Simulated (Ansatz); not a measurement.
Input for Ansatz (development build ahead of 0.2.0):

```yaml
crystal:
  periodic: [false, false, false]
  atoms:
    - { symbol: C, position_ang: [0.0, -0.37878, -0.04812] }
    - { symbol: O, position_ang: [0.0, -0.3593, 1.06147] }
    - { symbol: "N", position_ang: [0.0, 0.62551, -0.78596] }
    - { symbol: H, position_ang: [0.0, -1.25387, -0.59039] }
    - { symbol: H, position_ang: [0.0, 0.54919, -1.71176] }
    - { symbol: H, position_ang: [0.0, 1.4732, -0.39921] }
basis:
  gaussian: { orbitals: def2-TZVP }
hamiltonian:
  xc: hf
```

The input is written out in the form of the current development build from the run's settings.

Output:

- Converged: yes
- Total energy: -168.97046 hartree
- Spin squared of the determinant: 0.000

Caution: no unrestricted run beside it, a lower state can exist.
